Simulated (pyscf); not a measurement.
F–BH–F + NH₃ → H₂N–B(F)–F + H₂ (four-centre exchange; singlet surface; B–H, H–N broken, B–N, H–H formed). Optimised with ωB97X-D3(BJ)/def2-SVP in PySCF. Energies in kcal/mol from the separated reactants.

```
level                      barrier  reaction energy
----------------------  ----------  ---------------
ωB97X-D3(BJ)/def2-TZVP  (withheld)       (withheld)
r²SCAN/def2-TZVP        (withheld)            -23.9
B3LYP-D3(BJ)/def2-TZVP        23.0            -22.6
PBE0-D3(BJ)/def2-TZVP         18.0            -22.7
M06-2X/def2-TZVP              21.9            -24.7
ωB97M-D3(BJ)/def2-TZVP        22.5            -22.3
```

### Question
Some entries are withheld; supply them.

### Answer

- ωB97X-D3(BJ)/def2-TZVP, barrier: 22.9
- ωB97X-D3(BJ)/def2-TZVP, reaction energy: -22.0
- r²SCAN/def2-TZVP, barrier: 17.8

The functionals in the table span 5.1 kcal/mol in this barrier, from r²SCAN to B3LYP-D3(BJ). On the reactant side the descent ends in an adduct with a B–N contact, 18.3 kcal/mol under the separated species and 41.2 kcal/mol under the saddle at ωB97X-D3(BJ)/def2-TZVP. What is counted as formed (B–N) is already present as a longer contact in the reactant adduct; forming that adduct is a step of its own. At the saddle there is also a short B–H contact that neither side keeps. The same reactants have a lower exit, to HF + H₂N–BH–F (barrier +16.4 kcal/mol at ωB97M-D3(BJ)/def2-TZVP, against +22.5 kcal/mol here). One saddle was located; it need not be the lowest between these sides.
